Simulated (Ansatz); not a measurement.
**[H···H···Br], doublet along the distance H1-H2**

Starting geometry:

```yaml
atoms:
  - { symbol: H, position_ang: [0.0000, 0.0000, -1.2080] }
  - { symbol: H, position_ang: [0.0000, 0.0000, -0.4630] }
  - { symbol: Br, position_ang: [0.0000, 0.0000, 1.6710] }
```

From there H2 is moved from one fragment to the other while all else, the fragments' distance too, stays fixed, so the hump isn't the reaction's barrier; atoms are numbered as listed. Energies are in eV, counted from the starting geometry at the same level.

Basis 6-31G (Cartesian d functions); Ansatz 0.2.0. Correlated methods freeze the noble-gas cores and the filled d shells of p-block atoms. R marks a restricted (for open shells ROHF) determinant, U an unrestricted one. No spin–orbit coupling is included, and no scalar relativity.

Full CI is exact within this basis and frozen core; it isn't the basis-set limit. The frozen core follows each run's orbitals, which can shift R against U totals by a few meV for light atoms and by up to 0.1 eV past Ca.

| distance H1-H2 (Å) | UMP2 |
| --- | --- |
| 0.693 | 0.015 |
| 0.745 | 0.000 |
| 0.831 | 0.173 |
| 0.918 | 0.487 |
| 1.004 | 0.829 |
| 1.090 | 1.094 |
| 1.176 | 1.202 |
| 1.263 | 1.166 |
| 1.349 | 1.079 |

Problem. Estimate the full CI curve in 6-31G from this one, knowing how UMP2 errs.

Solution. The computed full CI values, in eV from the starting point, and the error of UMP2 against them:
```csv
distance H1-H2 (Å),full CI,UMP2 less full CI
0.693,0.031,-0.016
0.745,0.000,0.000
0.831,0.141,0.032
0.918,0.413,0.074
1.004,0.709,0.120
1.090,0.950,0.144
1.176,1.081,0.121
1.263,1.105,0.061
1.349,1.078,0.002
```

The error spans 0.160 eV and is largest, 0.144 eV, at 1.090 Å.
